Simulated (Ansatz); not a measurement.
Input file:

```yaml
crystal:
  periodic: [false, false, false]
  atoms:
    - {symbol: Ge, position_ang: [0.000000, 0.000000, 1.829607]}
    - {symbol: C, position_ang: [0.000000, 0.000000, -0.038606]}
    - {symbol: Si, position_ang: [0.000000, 0.000000, -1.791001]}
basis:
  gaussian: {orbitals: cc-pVDZ, fitting: {mean_field: def2-universal-jkfit}}
total_charge: 1
magnetization: {spin_polarized: true, initial_magnetization: 1}
correlation: {method: mp2, electrons: valence}
```

```sh
$ ansatz run in.yaml --threads 1 --pin off --events-out ev --progress --plain --max-ram 2393MiB
```

The program prints:

```
469 factors; integrals over basis functions are off by at most 2.8e-2 eV
mean field evaluation 1: about -65344.5350 eV, gradient 4.0e1 eV
mean field evaluation 2: about -65343.5588 eV, gradient 3.8e1 eV
mean field evaluation 4: about -65353.8653 eV, gradient 1.2e0 eV
mean field evaluation 8: about -65353.8964 eV, gradient 2.3e-1 eV
mean field evaluation 16: about -65353.9146 eV, gradient 2.2e-2 eV
mean field evaluation 32: about -65354.1490 eV, gradient 1.2e0 eV
mean field evaluation 64: about -65350.2575 eV, gradient 1.8e1 eV
mean field evaluation 96: about -65355.5636 eV, gradient 8.6e-4 eV
mean field evaluation 128: about -65353.7136 eV, gradient 3.7e0 eV
mean field evaluation 160: about -65344.5350 eV, gradient 4.0e1 eV
mean field evaluation 192: about -65353.9152 eV, gradient 1.4e-1 eV
mean field -65355.56361657 eV, -2401.7726633167 hartree, gradient 1.9e-6 eV, S^2 0.766314; 13 other end points of the search recorded, 0 dependent functions left out
15 core orbitals not correlated: weight in the atoms' cores, before any rotation towards them, 1.000 or more for the frozen orbitals, at most 0.000 for the correlated occupied ones
reference -65355.56361657 eV, -2401.7726633167 hartree; 11, 10 occupied and 33, 34 virtual orbitals, 469 factors
second order -6.48327805 eV of doubles, -0.00000000 eV of singles
Total energy: -65362.04689462 eV, -2402.0109193906 hartree
```

Ran on 1 thread of Arm Neoverse V2, shared host: 12 s wall, 0.18 GiB peak host memory.
